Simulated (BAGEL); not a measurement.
# HF (SMILES F): RI-MP2/STO-3G (density fitting with qzvpp-jkfit, cc-pvtz-ri for correlation)

Aim: the energy change on altering one bond length of HF at RI-MP2/STO-3G (density fitting with qzvpp-jkfit, cc-pvtz-ri for correlation), from 2 runs. 

The results are computed with BAGEL 1.2.2.

3 further runs of the same task are left out: 3 set aside as unsound or not needed.

### 1 The structure to begin with

HF: 2 atoms, total charge 0, spin state singlet. As SMILES, `F`. The shape is that of a PBE0-D4/def2-TZVP optimisation.

Bond lengths: F1–H2 0.920 Å.

### 2 Energy and gradient at RI-MP2/STO-3G (density fitting with qzvpp-jkfit, cc-pvtz-ri for correlation)

input.json

```json
{ "bagel": [

{
  "title": "molecule",
  "basis": "sto-3g",
  "df_basis": "qzvpp-jkfit",
  "angstrom": false,
  "geometry": [
    { "atom": "F", "xyz": [    -0.73699319,     0.27325440,    -0.37114221 ] },
    { "atom": "H", "xyz": [     0.73699319,    -0.27325440,     0.37114221 ] }
  ]
},

{
  "title": "force",
  "method": [
    { "title": "mp2", "charge": 0, "aux_basis": "cc-pvtz-ri" }
  ]
}

]}
```

Command:

```sh
$ BAGEL_NUM_THREADS=1 BAGEL input.json > input.out
```

What it wrote:

```text
* using 1 threads per process

  ===============================================================
  ===============================================================

  *** Geometry ***

  { "atom" : "F", "xyz" : [     -0.736993,      0.273254,     -0.371142 ] },
  { "atom" : "H", "xyz" : [      0.736993,     -0.273254,      0.371142 ] },

  Number of auxiliary basis functions:       95

  Since a DF basis is specified, we compute 2- and 3-index integrals:
    o Being stored without compression. Storage requirement is 0.000 GB

  Number of basis functions:        6
  Number of electrons      :       10

    * METHOD: MOLECULE                             0.02

  The gradients will be computed analytically.

  *** RHF ***

  === Nuclear Repulsion ===
     5.1769523041

      * DIIS with orbital gradients will be used.

  === RHF iteration (sto-3g) ===
      0        -98.52971254          0.05470448           0.00
      1        -98.57034357          0.00689634           0.00
      2        -98.57117923          0.00086639           0.00
      3        -98.57118937          0.00003632           0.00
      4        -98.57118939          0.00000127           0.00
      5        -98.57118939          0.00000001           0.00
    * SCF iteration converged.

    * Permanent dipole moment:
           (   -0.428759,     0.158971,    -0.215918) a.u.

  === DF-MP2 calculation ===

    * freezing 1 orbital
  Number of auxiliary basis functions:      111

  Since a DF basis is specified, we compute 2- and 3-index integrals:
    o Being stored without compression. Storage requirement is 0.000 GB

  Number of basis functions:        6
  Number of electrons      :       10

      MP2 correlation energy:   -0.0174380723

    * Permanent dipole moment: MP2 unrelaxed
           (   -0.421929,     0.156438,    -0.212479) a.u.

  === Z-vector iteration ===

      0     0.00025662171603           0.00
      1     0.00000647722861           0.00
      2     0.00000000000000           0.00

    * Permanent dipole moment: MP2 relaxed
           (   -0.401932,     0.149024,    -0.202409) a.u.

  * Nuclear energy gradient

    o Atom   0
        x          0.0655130790
        y         -0.0242902341
        z          0.0329917145
    o Atom   1
        x         -0.0655130790
        y          0.0242902341
        z         -0.0329917145

    * METHOD: FORCE                                0.05

  ===============================================================
```

Wall time 0.51 s (1 thread of Intel Xeon 6975P-C (Granite Rapids), shared host); peak memory 0.15 GiB.

### 3 The distorted shape, same level

input.json

```json
{ "bagel": [

{
  "title": "molecule",
  "basis": "sto-3g",
  "df_basis": "qzvpp-jkfit",
  "angstrom": "false",
  "geometry": [
    { "atom": "F", "xyz": [    -1.47392024,     0.54648423,    -0.74225041 ] },
    { "atom": "H", "xyz": [     0.73699319,    -0.27325440,     0.37114221 ] }
  ]
},

{
  "title": "force",
  "method": [
    { "title": "mp2", "aux_basis": "cc-pvtz-ri" }
  ]
}

]}
```

Command:

```sh
$ BAGEL_NUM_THREADS=1 BAGEL input.json > input.out
```

What it wrote:

```text
* using 1 threads per process

  ===============================================================
  ===============================================================

  *** Geometry ***

  { "atom" : "F", "xyz" : [     -1.473920,      0.546484,     -0.742250 ] },
  { "atom" : "H", "xyz" : [      0.736993,     -0.273254,      0.371142 ] },

  Number of auxiliary basis functions:       95

  Since a DF basis is specified, we compute 2- and 3-index integrals:
    o Being stored without compression. Storage requirement is 0.000 GB

  Number of basis functions:        6
  Number of electrons      :       10

    * METHOD: MOLECULE                             0.02

  The gradients will be computed analytically.

  *** RHF ***

  === Nuclear Repulsion ===
     3.4514051993

      * DIIS with orbital gradients will be used.

  === RHF iteration (sto-3g) ===
      0        -98.34192376          0.08822260           0.00
      1        -98.45651385          0.01619846           0.00
      2        -98.45948912          0.00018589           0.00
      3        -98.45948938          0.00002500           0.00
      4        -98.45948938          0.00000127           0.00
      5        -98.45948938          0.00000000           0.00
    * SCF iteration converged.

    * Permanent dipole moment:
           (   -0.314861,     0.116741,    -0.158560) a.u.

  === DF-MP2 calculation ===

    * freezing 1 orbital
  Number of auxiliary basis functions:      111

  Since a DF basis is specified, we compute 2- and 3-index integrals:
    o Being stored without compression. Storage requirement is 0.000 GB

  Number of basis functions:        6
  Number of electrons      :       10

      MP2 correlation energy:   -0.0470354478

    * Permanent dipole moment: MP2 unrelaxed
           (   -0.291120,     0.107938,    -0.146605) a.u.

  === Z-vector iteration ===

      0     0.00094987343114           0.00
      1     0.00001368257328           0.00
      2     0.00000000000000           0.00

    * Permanent dipole moment: MP2 relaxed
           (   -0.234258,     0.086856,    -0.117970) a.u.

  * Nuclear energy gradient

    o Atom   0
        x         -0.1271006364
        y          0.0471250028
        z         -0.0640065363
    o Atom   1
        x          0.1271006364
        y         -0.0471250028
        z          0.0640065363

    * METHOD: FORCE                                0.04

  ===============================================================
```

It took 0.46 s on 1 thread of Intel Xeon 6975P-C (Granite Rapids), shared host; peak memory 0.15 GiB.

### 4 What came out

At RI-MP2/STO-3G (density fitting with qzvpp-jkfit, cc-pvtz-ri for correlation):

| quantity | value |
| --- | --- |
| first shape: total energy | -98.58863 Eh |
| first shape: dipole moment (of the density that the program reports) | 1.20 D |
| first shape: correlation energy | -17.4 mEh |
| first shape: largest force on an atom | 3.973 eV/Å |
| distorted shape: total energy | -98.50652 Eh |
| distorted shape: dipole moment (of the density that the program reports) | 0.70 D |
| distorted shape: correlation energy | -47.0 mEh |
| distorted shape: largest force on an atom | 7.709 eV/Å |
| energy change with the F1–H2 bond stretched from 0.920 to 1.380 Å | 2.234 eV |

**Reading.** One bond (distorted shape) is far stretched, which a spin-restricted single reference describes badly; perturbation theory on it can break down and give far too much correlation. With the F1–H2 bond stretched from 0.920 to 1.380 Å the energy rises by 2.23 eV (216 kJ/mol). The first shape isn't relaxed at this level, so the change isn't measured from a minimum. A restricted reference can't describe the breaking bond well at this length. The minimal basis adds a large error of its own. The largest force (first shape) is 3.97 eV/Å: the shape isn't a stationary point for this species at this level.
